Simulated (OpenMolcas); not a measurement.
# A workflow on SiF2 (SMILES F[Si]F)

Wanted: a single-point energy (UHF/STO-3G), then the energy (CASSCF(2,2)/STO-3G), then a single-point energy (CASPT2(2,2)/STO-3G), then the energy (SC-NEVPT2(2,2)/STO-3G), then a single-point energy (MRCI(2,2)/STO-3G) of SiF2. 

The results are computed with OpenMolcas 26.06.

3 further runs of the same task are left out: 3 that didn't finish.

## Step 1: The system as given

SiF2: 3 atoms, total charge 0, spin state singlet. As SMILES, `F[Si]F`. The Si2–F3 distance was set to 2.803 Å, away from the relaxed value. At this shape a bond of the SMILES string is far longer than usual.

Bond lengths: F1–Si2 1.602 Å. A long bond or contact: Si2–F3 2.803 Å.

## Step 2: A single-point energy at UHF/STO-3G (run 1)

File mol.xyz:

```xyz
3

F     -0.601354     2.112333    -0.093712
Si    -1.362554     0.819133    -0.653212
F      0.428600    -1.200400     0.100700
```

File step1.inp:

```
>>> EXPORT MOLCAS_PRINT=2
&GATEWAY
BasLib=$CurrDir
Coord=mol.xyz
Basis=STO-3G
Group=NoSym
&SEWARD
&SCF
UHF
Scramble=0.25
PrOrbitals=1 1
```

The basis set STO-3G is read from a file made from the Basis Set Exchange's data (not shown).

Started as:

```sh
$ export MOLCAS_MEM=1860
$ pymolcas step1.inp > step1.log
```

The program printed:

```text
--- Start Module: gateway ---
[...]
--- Stop Module: gateway /rc=_RC_ALL_IS_WELL_ ---
--- Start Module: seward ---
[...]
      Basis functions           19
--- Stop Module: seward /rc=_RC_ALL_IS_WELL_ ---
--- Start Module: scf ---
[...]
       Convergence after  36 Iterations
[...]
::    Total SCF energy                               -481.5574920393
[...]
      Total spin, S                                     0.6018371100
[...]
      Total electronic charge=   32.000000
      Total            charge=   -0.000000
[...]
      Dipole Moment (debye):
      Origin of the operator (angstrom)=   -0.6276    0.6100   -0.2750
                   X= -4.8486E-01               Y= -4.1958E-01               Z= -3.1153E-01           Total=  7.1288E-01
      Quadrupole Moment (debye*angstrom):
[...]
--- Stop Module: scf /rc=_RC_ALL_IS_WELL_ ---
[...]
```

It took 1.9 s on 1 thread of AMD EPYC 9R45 (Zen 5), shared host; peak memory 0.37 GiB.

## Step 3: A single-point energy at CASSCF(2,2)/STO-3G (run 2)

mol.xyz is that of step 2.

File step2.input:

```
>>> EXPORT MOLCAS_PRINT=2
&GATEWAY
BASLIB
$CurrDir
COORD
mol.xyz
BASIS
STO-3G
GROUP
NoSym
&SEWARD
&RASSCF
FILEORB
$CurrDir/step1.UnaOrb
SPIN
1
NACTEL
2 0 0
INACTIVE
15
RAS2
2
ORBLISTING
Nothing
ORBAPPEAR
Compact
```

The basis set STO-3G is read from a file made from the Basis Set Exchange's data (not shown).

Started as:

```sh
$ export MOLCAS_MEM=1860
$ pymolcas step2.input > step2.log
```

The program printed:

```text
--- Start Module: gateway ---
[...]
--- Stop Module: gateway /rc=_RC_ALL_IS_WELL_ ---
--- Start Module: seward ---
[...]
      Basis functions           19
--- Stop Module: seward /rc=_RC_ALL_IS_WELL_ ---
--- Start Module: rasscf ---
[...]
      Number of active orbitals                  2
[...]
      Spin quantum number                      0.0
[...]
      Active orbitals                            2
[...]
      Number of CSFs                             3
[...]
      Number of root(s) required                 1
[...]
      Convergence after 13 iterations
[...]
      printout of CI-coefficients larger than  0.05 for root  1
      energy=    -481.564368
      conf/sym  11     Coeff  Weight
             1  20  -0.82726 0.68435
             3  02   0.56182 0.31565
      Natural orbitals and occupation numbers for root  1
      sym 1:   1.368705   0.631295
      ************************************************************************************************************************
      *                                                    Final results                                                     *
[...]
::    RASSCF root number  1 Total energy:   -481.56436793
[...]
      Total electronic charge=   32.000000
      Total            charge=   -0.000000
[...]
      Dipole Moment (debye):
      Origin of the operator (angstrom)=   -0.6276    0.6100   -0.2750
                   X= -5.6837E-01               Y= -3.0523E-01               Z= -3.4438E-01           Total=  7.3131E-01
      Quadrupole Moment (debye*angstrom):
[...]
--- Stop Module: rasscf /rc=_RC_ALL_IS_WELL_ ---
[...]
```

Wall time 1.5 s (1 thread of AMD EPYC 9R45 (Zen 5), shared host); peak memory 0.37 GiB.

## Step 4: A single-point energy at CASPT2(2,2)/STO-3G (run 3)

mol.xyz is that of step 3.

File step3.input:

```
>>> EXPORT MOLCAS_PRINT=2

&GATEWAY
 BasLib
 $CurrDir
 Coord
 mol.xyz
 Basis
 STO-3G
 Group
 NoSym

&SEWARD

&RASSCF
 FileOrb
 $CurrDir/step2.RasOrb
 Spin
 1
 Nactel
 2 0 0
 Inactive
 15
 Ras2
 2
 OrbListing
 Nothing
 OrbAppear
 Compact

&CASPT2
 Imaginary
 0.1
 Frozen
 7
```

The basis set STO-3G is read from a file made from the Basis Set Exchange's data (not shown).

Started as:

```sh
$ export MOLCAS_MEM=1860
$ pymolcas step3.input > step3.log
```

The program printed:

```text
--- Start Module: gateway ---
[...]
--- Stop Module: gateway /rc=_RC_ALL_IS_WELL_ ---
[...]
      Basis functions           19
[...]
--- Start Module: rasscf ---
[...]
      Number of active orbitals                  2
[...]
      Spin quantum number                      0.0
[...]
      Active orbitals                            2
[...]
      Number of CSFs                             3
[...]
      Number of root(s) required                 1
[...]
      Convergence after  4 iterations
[...]
      printout of CI-coefficients larger than  0.05 for root  1
      energy=    -481.564368
      conf/sym  11     Coeff  Weight
             1  20  -0.82726 0.68435
             3  02   0.56183 0.31565
      Natural orbitals and occupation numbers for root  1
      sym 1:   1.368705   0.631295
      ************************************************************************************************************************
      *                                                    Final results                                                     *
[...]
::    RASSCF root number  1 Total energy:   -481.56436793
[...]
      Total electronic charge=   32.000000
      Total            charge=   -0.000000
[...]
      Dipole Moment (debye):
      Origin of the operator (angstrom)=   -0.6276    0.6100   -0.2750
                   X= -5.6836E-01               Y= -3.0523E-01               Z= -3.4438E-01           Total=  7.3130E-01
      Quadrupole Moment (debye*angstrom):
[...]
--- Stop Module: rasscf /rc=_RC_ALL_IS_WELL_ ---
--- Start Module: caspt2 ---
[...]
      E2 (Variational):          -0.0433899626
      Total energy:            -481.6077578961
[...]
      Reference weight:           0.97411
[...]
::    CASPT2 Root  1     Total energy:   -481.60775790
[...]
--- Stop Module: caspt2 /rc=_RC_ALL_IS_WELL_ ---
[...]
```

Wall time 1.5 s (1 thread of AMD EPYC 9R45 (Zen 5), shared host); peak memory 0.37 GiB.

## Step 5: A single-point energy at SC-NEVPT2(2,2)/STO-3G (run 4)

mol.xyz is that of step 4.

File step4.inp:

```
* F2Si NEVPT2

&GATEWAY
 BasLib=$CurrDir
 Coord=mol.xyz
 Basis=STO-3G
 Group=NoSym

&SEWARD

&RASSCF
 FileOrb=$CurrDir/step2.RasOrb
 Spin=1
 Nactel=2 0 0
 Inactive=15
 Ras2=2
 OrbListing=Nothing
 OrbAppear=Compact

&CASPT2
 SC-NEVPT2
 Frozen=7
```

The basis set STO-3G is read from a file made from the Basis Set Exchange's data (not shown).

Started as:

```sh
$ export MOLCAS_MEM=1860
$ pymolcas step4.inp > step4.log
```

The program printed:

```text
--- Start Module: gateway ---
[...]
--- Stop Module: gateway /rc=_RC_ALL_IS_WELL_ ---
[...]
      Basis functions           19
[...]
--- Start Module: rasscf ---
[...]
      Number of active orbitals                  2
[...]
      Spin quantum number                      0.0
[...]
      Active orbitals                            2
[...]
      Number of CSFs                             3
[...]
      Number of root(s) required                 1
[...]
      Convergence after  4 iterations
[...]
      printout of CI-coefficients larger than  0.05 for root  1
      energy=    -481.564368
      conf/sym  11     Coeff  Weight
             1  20  -0.82726 0.68435
             3  02   0.56183 0.31565
      Natural orbitals and occupation numbers for root  1
      sym 1:   1.368705   0.631295
      ************************************************************************************************************************
      *                                                    Final results                                                     *
[...]
::    RASSCF root number  1 Total energy:   -481.56436793
[...]
      Total electronic charge=   32.000000
      Total            charge=   -0.000000
[...]
      Dipole Moment (debye):
      Origin of the operator (angstrom)=   -0.6276    0.6100   -0.2750
                   X= -5.6836E-01               Y= -3.0523E-01               Z= -3.4438E-01           Total=  7.3130E-01
      Quadrupole Moment (debye*angstrom):
[...]
--- Stop Module: rasscf /rc=_RC_ALL_IS_WELL_ ---
--- Start Module: caspt2 ---
[...]
      E2 (Variational):          -0.0426670037
[...]
      E2 (Variational):          -0.0426592044
      Total energy:            -481.6070271379
[...]
      Reference weight:           0.97485
[...]
::    SC-NEVPT2 Root  1     Total energy:   -481.60702714
[...]
--- Stop Module: caspt2 /rc=_RC_ALL_IS_WELL_ ---
[...]
```

Wall time 1.5 s (1 thread of AMD EPYC 9R45 (Zen 5), shared host); peak memory 0.37 GiB.

## Step 6: The energy at MRCI(2,2)/STO-3G (run 5)

mol.xyz is that of step 5.

File step5.input:

```
* F2Si MRCI
>>> EXPORT MOLCAS_PRINT=2

&GATEWAY
  BasLib=$CurrDir
  Coord=mol.xyz
  Basis=STO-3G
  Group=NoSym

&SEWARD

&RASSCF
  FileOrb=$CurrDir/step2.RasOrb
  Spin=1
  Nactel=2 0 0
  Inactive=15
  Ras2=2
  OrbListing=Nothing
  OrbAppear=Compact

&MOTRA
  LumOrb
  Frozen=7

&GUGA
  Electrons=18
  Spin=1
  Inactive=8
  Active=2
  CIAll=1

&MRCI
  SDCI
```

The basis set STO-3G is read from a file made from the Basis Set Exchange's data (not shown).

Started as:

```sh
$ export MOLCAS_MEM=1860
$ pymolcas step5.input > step5.log
```

The program printed:

```text
--- Start Module: gateway ---
[...]
--- Stop Module: gateway /rc=_RC_ALL_IS_WELL_ ---
[...]
      Basis functions           19
[...]
      Number of active orbitals                  2
[...]
      Spin quantum number                      0.0
[...]
      Active orbitals                            2
[...]
      Number of CSFs                             3
[...]
      Number of root(s) required                 1
[...]
      Convergence after  4 iterations
[...]
      printout of CI-coefficients larger than  0.05 for root  1
      energy=    -481.564368
      conf/sym  11     Coeff  Weight
             1  20  -0.82726 0.68435
             3  02   0.56183 0.31565
      Natural orbitals and occupation numbers for root  1
      sym 1:   1.368705   0.631295
      ************************************************************************************************************************
      *                                                    Final results                                                     *
[...]
::    RASSCF root number  1 Total energy:   -481.56436793
[...]
      Dipole Moment (debye):
      Origin of the operator (angstrom)=   -0.6276    0.6100   -0.2750
                   X= -5.6836E-01               Y= -3.0523E-01               Z= -3.4438E-01           Total=  7.3130E-01
      Quadrupole Moment (debye*angstrom):
[...]
--- Start Module: guga ---
[...]
--- Stop Module: guga /rc=_RC_ALL_IS_WELL_ ---
[...]
       (But an ACPF correction will be computed)
       USE THE DEFAULT ACPF G-VALUE GFAC=  0.11111111111111110
[...]
                      CI ENERGY:  -481.61770209
[...]
                ACPF CORRECTION:    -0.00273493
[...]
      Total electronic charge=   32.000000
      Total            charge=   -0.000000
[...]
     ACPF CORRECTION:     -0.00273493
[...]
  CI State   1     Total energy:   -481.61770209     QDav:     -0.00309664     QACPF:     -0.00273493
[...]
```

Wall time 1.7 s (1 thread of AMD EPYC 9R45 (Zen 5), shared host); peak memory 0.37 GiB.

## Step 7: What came out

```
                                                    quantity          value
                             run 1, UHF/STO-3G: total energy  -481.55749 Eh
                            run 1, UHF/STO-3G: dipole moment         0.71 D
                              run 1, UHF/STO-3G: HOMO energy       -3.70 eV
                              run 1, UHF/STO-3G: LUMO energy        6.77 eV
                            run 1, UHF/STO-3G: HOMO–LUMO gap       10.47 eV
                                     run 1, UHF/STO-3G: ⟨S²⟩          0.964
                     run 2, CASSCF(2,2)/STO-3G: total energy  -481.56437 Eh
   run 2, CASSCF(2,2)/STO-3G: dipole moment (CASSCF density)         0.73 D
                     run 3, CASPT2(2,2)/STO-3G: total energy  -481.60776 Eh
   run 3, CASPT2(2,2)/STO-3G: dipole moment (CASSCF density)         0.73 D
                  run 4, SC-NEVPT2(2,2)/STO-3G: total energy  -481.60703 Eh
run 4, SC-NEVPT2(2,2)/STO-3G: dipole moment (CASSCF density)         0.73 D
                       run 5, MRCI(2,2)/STO-3G: total energy  -481.61770 Eh
     run 5, MRCI(2,2)/STO-3G: dipole moment (CASSCF density)         0.73 D
```

⟨S²⟩ (run 1, UHF/STO-3G) is 0.96 where a pure singlet has 0.00: the reference is spin-contaminated. Mulliken charges (run 1, UHF/STO-3G) run from -0.34 on F1 to +0.36 on Si2; they depend strongly on the basis. Mulliken charges (run 2, CASSCF(2,2)/STO-3G) run from -0.34 on F1 to +0.37 on Si2; they depend strongly on the basis. Mulliken charges (run 3, CASPT2(2,2)/STO-3G) of the CASSCF density run from -0.34 on F1 to +0.37 on Si2; they depend strongly on the basis. Mulliken charges (run 4, SC-NEVPT2(2,2)/STO-3G) of the CASSCF density run from -0.34 on F1 to +0.37 on Si2.
